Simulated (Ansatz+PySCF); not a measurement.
Values are calculated unless marked as measured or tabulated.
## Several solutions for triplet LiNH₂ in separate pieces

```xyz
4

N     0.0000    0.0000   -0.1308
H     0.0000    0.0000    0.9159
Li   30.0000    0.0000   -1.4381
H    30.0000    0.0000    4.3142
```

Basis set: 6-31G (spherical functions). Charge 0, multiplicity 3.

CASSCF(6,6) was run from several starts with Ansatz (development build ahead of 0.2.0) and PySCF 2.14.0. The starts are those of the Hartree–Fock orbitals from which the active space was taken at the frontier.

| run | program | start | converged | energy (hartree) | <S²> |
| --- | --- | --- | --- | --- | --- |
| A | Ansatz | atomic start, no search | yes | -62.89286 | 2.00 |
| B | Ansatz | stability test followed | yes | -62.89286 | 2.00 |
| C | PySCF | program defaults | no | – | – |
| D | Ansatz | search for the lowest state | yes | -62.89286 | 2.00 |

Q: Which runs reached the lowest solution of this kind, and what is wrong with the others?

A: A, B, D reached the lowest solution found. Not converged: C.
